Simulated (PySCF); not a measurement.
# SiH⁺ at MN15

Level: MN15. Si def2-TZVPPD, H def2-TZVPPD; no relativity (PySCF 2.14).

For SiH⁺, the state is ¹Σ⁺ (singlet), closed shell. The bond length is 1.495 Å. The harmonic wavenumber is 2201 cm⁻¹, the force constant is 2.78 mdyn/Å and the rotational constant Be is 7.754 cm⁻¹. The anharmonicity ωexe is 32.4 cm⁻¹. The vibration–rotation constant αe is 0.194 cm⁻¹. The well depth De to Si⁺ + H is 3.40 eV, the dissociation energy D0 is 3.26 eV and the HOMO–LUMO gap is 6.02 eV. The bond order (Mayer) is 0.86 and the dipole moment (positive dipole points towards H; it is taken about the centre of mass and depends on that origin) is 0.39 D.

For an ion De counts to the pair picked by the measured ionisation energies or electron affinities, which need not be the lowest pair at this level.
